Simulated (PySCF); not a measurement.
## Which determinant of CH lies lowest?

Unrestricted PBE0; H aug-pcseg-1, C aug-pcseg-1; no relativity (PySCF 2.14). Outer shells of the fragments: H 1s1; C 2s2 2p2.

Followed along the bond (rough minima from three points):

```
2Ms+1   unpaired  ⟨S²⟩ at the start  R at minimum (Å)  Te (eV)
    2        π ↑               0.75              1.13     0.00
    4  σ ↑, π ↑↑               3.75              1.10     0.58
```

Solutions found at the starting distance of 1.030 Å, counted from the lowest of them; the search is not exhaustive and high or unbound solutions are not listed, so other states can lie among these:

```tsv
2Ms+1	unpaired	term	E (eV)	⟨S²⟩	⟨Lz²⟩	μ (D)
2	π ↑	²Π	0.00	0.75	1.00	-1.63
4	σ ↑, π ↑↑	⁴Σ⁻	0.49	3.75	0.00	-0.58
2	σ ↑, π ↑↓	mixed	1.77	1.76	2.01	-0.77
2	σ ↓, π ↑↑	mixed	1.97	1.76	0.00	-0.95
2	σ ↑	mixed	3.19	0.76	2.00	-0.74
2	π ↑	²Π	7.01	0.78	1.01	-0.23
4	σ ↑↑, π ↑	⁴Π	7.69	3.75	1.00	3.30
4	σ ↑, π ↑↑	mixed	9.06	3.75	2.00	-0.92
```

A term symbol is given only where ⟨S²⟩ and ⟨Lz²⟩ are close to those of a pure state; real π, δ and φ orbitals otherwise mix terms. A positive dipole means H(−)C(+).

Problem. Compare the gap between the two lowest followed solutions at the starting distance with the gap between their minima.

Solution. At PBE0 the second solution (quartet, unpaired electrons σ ↑, π ↑↑) lies +0.49 eV from the first (doublet, unpaired electrons π ↑) at 1.030 Å and +0.58 eV at the minima; the two curves relax by different amounts, since their minima lie near 1.10 and 1.13 Å.

Counting both spins, an empty level lies below a filled one in some of these solutions, because spin and occupation are held.
